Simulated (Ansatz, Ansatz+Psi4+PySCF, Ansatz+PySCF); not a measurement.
```yaml
atoms:
  - { symbol: C, position_ang: [1.2084, -0.2872, 0.0001] }
  - { symbol: C, position_ang: [-0.0654, 0.5761, -0.0001] }
  - { symbol: C, position_ang: [-1.3148, -0.2395, 0.0000] }
  - { symbol: H, position_ang: [1.2414, -0.9284, 0.8812] }
  - { symbol: H, position_ang: [1.2414, -0.9286, -0.8810] }
  - { symbol: H, position_ang: [2.1019, 0.3387, 0.0000] }
  - { symbol: H, position_ang: [-0.0482, 1.2268, -0.8771] }
  - { symbol: H, position_ang: [-0.0483, 1.2270, 0.8768] }
  - { symbol: H, position_ang: [-1.7291, -0.6158, 0.9244] }
  - { symbol: H, position_ang: [-1.7288, -0.6164, -0.9244] }
```

Basis set: cc-pVTZ (spherical functions). Frozen core: 3 orbitals. Correlation on ROHF uses semicanonical orbitals with singles. Charge 0, multiplicity 2.

Computed with Ansatz (development build ahead of 0.2.0); each method stands on the lowest determinant of its kind that the runs found.

The atomization energy at this shape (free ground-state atoms in the same class of orbitals less the molecule, no zero-point energy) of doublet C3H7:

```csv
method,atomization energy
ROHF-MP2,3692.6 kJ/mol
UHF-MP2,3689.8 kJ/mol
ROHF,2918.8 kJ/mol
```

(1) What does UHF give?

Answers

(1) 2893.1 kJ/mol.
